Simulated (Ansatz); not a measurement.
C2H7NOS, SMILES `NCSCO`, relaxed with RKS PBE-D4/def2-SVP in Ansatz 0.2.0 from a rough embedded geometry. The force threshold is 0.03 eV/Å; the program also tests the step.

Total charge 0; spin multiplicity 1.

Start:

```xyz
12

N    -0.984    1.311   -1.690
C    -0.746    0.669   -0.382
S     0.923    0.037   -0.438
C     1.053   -0.745    1.211
O     0.163   -1.788    1.327
H    -0.280    2.032   -1.754
H    -0.851    0.640   -2.388
H    -0.814    1.342    0.457
H    -1.502   -0.174   -0.237
H     2.013   -1.030    1.411
H     0.714    0.063    1.956
H     0.311   -2.357    0.529
```

**Question.** How much energy does the relaxation release, and in how many steps? (Estimate.)

**Answer.** Ansatz gave: 52.75 kJ/mol, in 13 steps, 1 of them rejected.

**Question.** Which bonds change most? (Estimate.)

**Answer.** Computed: C2–S3 from 1.786 to 1.890 Å; C4–H10 from 1.021 to 1.116 Å; N1–H7 from 0.977 to 1.028 Å; N1–C2 from 1.477 to 1.429 Å.

**Question.** Give the relaxed structure. (Estimate.)

**Answer.** The calculation gave: 
```xyz
12

N    -1.070    1.176   -1.676
C    -0.633    0.858   -0.353
S     1.157    0.266   -0.214
C     0.969   -0.813    1.262
O     0.073   -1.880    1.090
H    -0.537    1.958   -2.075
H    -0.948    0.375   -2.309
H    -0.746    1.743    0.305
H    -1.228    0.021    0.066
H     2.011   -1.132    1.503
H     0.589   -0.215    2.116
H     0.363   -2.356    0.286
```
